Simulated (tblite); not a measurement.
C4H4ClO (doublet state).
Cartesian coordinates in Å at the GFN2-xTB level; atoms count from 1:
```
atom  x, y, z in Å
O1     3.2732    0.6629    0.5894
C2     2.1451    0.3822    0.5775
C3     0.8661    0.0478    0.5955
C4     0.0369   -0.1334   -0.5204
C5    -1.3830   -0.3875   -0.3759
Cl6   -2.3287    1.2286   -0.2845
H7     0.4397   -0.0904    1.5814
H8     0.4317    0.0623   -1.5034
H9    -1.6490   -0.8841    0.5538
H10   -1.8231   -0.8838   -1.2360
```

All values are computed: GFN2-xTB (tblite) harmonic vibrations without scaling, gas phase. Against measured fundamentals such values can be off by several per cent, at times by over 20. One conformer, not necessarily the lowest. Open shells enter through the occupations alone, without spin polarisation, and single modes of such species can be off by tens of per cent.

Harmonic wavenumbers (cm⁻¹): 69.6, 109.3, 153.7, 278.9, 356.6, 390.8, 500.4, 578.6, 648.2, 756.5, 874.3, 1036.9, 1081.7, 1150.5, 1177.8, 1216.4, 1252.0, 1408.2, 1438.3, 2227.9, 3001.0, 3019.5, 3036.1, 3112.7.

A = 10240, B = 1045, C = 989.7 MHz; mass 102.995 u (most abundant isotopes); point group C1, symmetry number 1; spin multiplicity 2.

Task: Zero-point energy?

Result: Half the sum of the wavenumbers: 14438 cm⁻¹ = 172.72 kJ/mol.

Task: What is S at 350 K and 1 bar for an ideal gas of classical rigid rotors and harmonic oscillators?

Result: Translation 169.99, rotation 118.35, vibration 79.07, spin (R ln 2) 5.76: S = 373.2 J/(mol K).

Task: And Cp and H(350 K) − H(0)?

Result: Cp = 113.77 J/(mol K), of which vibrations give 80.51 (their classical limit is 24 R = 199.5); H(350 K) − H(0) = 26.29 kJ/mol without the zero-point energy, 14.65 from vibrations.

Task: Which modes carry the vibrational entropy at 350 K?

Result: 69.6 cm⁻¹: 18.75; 109.3 cm⁻¹: 15.04; 153.7 cm⁻¹: 12.27; 278.9 cm⁻¹: 7.62; 356.6 cm⁻¹: 5.84; 390.8 cm⁻¹: 5.21 J/(mol K); the other 18 give 14.34 together.

Task: How do the functions run with temperature in this model?

Result: 
```json
{"T (K)": "100", "S (J/(mol K))": "271.0", "Cp (J/(mol K))": "58.7", "H − H(0) (kJ/mol)": "4.49", "G − H(0) (kJ/mol)": "-22.61", "ln q(vib)": "0.84"}
{"T (K)": "200", "S (J/(mol K))": "319.0", "Cp (J/(mol K))": "82.1", "H − H(0) (kJ/mol)": "11.54", "G − H(0) (kJ/mol)": "-52.25", "ln q(vib)": "2.29"}
{"T (K)": "300", "S (J/(mol K))": "356.4", "Cp (J/(mol K))": "103.7", "H − H(0) (kJ/mol)": "20.85", "G − H(0) (kJ/mol)": "-86.08", "ln q(vib)": "3.75"}
{"T (K)": "500", "S (J/(mol K))": "418.2", "Cp (J/(mol K))": "138.9", "H − H(0) (kJ/mol)": "45.33", "G − H(0) (kJ/mol)": "-163.76", "ln q(vib)": "6.59"}
{"T (K)": "800", "S (J/(mol K))": "491.1", "Cp (J/(mol K))": "170.9", "H − H(0) (kJ/mol)": "92.26", "G − H(0) (kJ/mol)": "-300.63", "ln q(vib)": "10.52"}
{"T (K)": "1000", "S (J/(mol K))": "530.8", "Cp (J/(mol K))": "184.7", "H − H(0) (kJ/mol)": "127.90", "G − H(0) (kJ/mol)": "-402.93", "ln q(vib)": "12.89"}
```

q(vib) and H(0) count from the zero-point level.

Hindered rotation and anharmonicity are outside this model. Other conformers, if any are populated, would add a mixing term that is left out. The structure is chiral; the term R ln 2 for an equal mix with its mirror image is left out.
